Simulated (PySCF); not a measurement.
# Fluorine: a sound run and one with changed settings

Sound run: F [He] 2s2 2p5, F+ [He] 2s2 2p4. Computed with PySCF 2.14 in jorge-DZP-DKH, with the spin-free X2C one-electron Hamiltonian (Gaussian nucleus). The sound run starts from symmetry-adapted Hartree-Fock orbitals and uses a fine grid where one is needed.

Changed run: initial guess 1e, at most 2 SCF cycles. This setting is unsound on purpose.

```csv
species,method,sound run (hartree),changed run (hartree),converged
F,UHF,-99.48387,-99.42958,no
F,MN15,-99.77434,-99.00196,no
F,r2SCAN,-99.79873,-98.83801,no
F+,UHF,-98.90751,-98.90696,no
F+,MN15,-99.13005,-99.05112,no
F+,r2SCAN,-99.15575,-99.03224,no
```

The SCF was stopped early; the energies are upper bounds that still move, and correlated levels were skipped or rest on poor orbitals.
